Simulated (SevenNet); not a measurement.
## Rock-salt SnTe (cubic form, which distorts at low temperature)

Level of theory: the machine-learned potential SevenNet-l3i5 (trained on PBE and PBE+U data).

Cell (relaxed at this level):

Space group Fm-3m (No. 225); a = b = c = 6.412 Å, α = β = γ = 90.00°

| atom | site | symmetry | x | y | z |
|---|---|---|---|---|---|
| Sn | 4a | m-3m | 0.0000 | 0.0000 | 0.0000 |
| Te | 4b | m-3m | 0.5000 | 0.5000 | 0.5000 |
(The calculation used a cell of 2 atoms; values per cell refer to that cell.)

- bulk modulus = 39.0 GPa
- elastic constant C11 = 107 GPa
- elastic constant C12 = 4.93 GPa
- elastic constant C44 = 11.7 GPa

Measured, for comparison: elastic constant C11 109 GPa, elastic constant C12 2.1 GPa, elastic constant C44 9.69 GPa (temperature not stated, no zero-point or thermal correction; as tabulated in Oses et al. (2018), arXiv:1811.08464). Computed (rounded) less measured: elastic constant C11 -2 %, elastic constant C12 +135 %, elastic constant C44 +21 %.

A machine-learned potential is trained on density-functional data: it inherits that level's misses and adds fitting errors of its own.

Note: the model gives imaginary modes for this phase (in the spectrum interpolated from a supercell).

Elastic constants are with the ions relaxed.
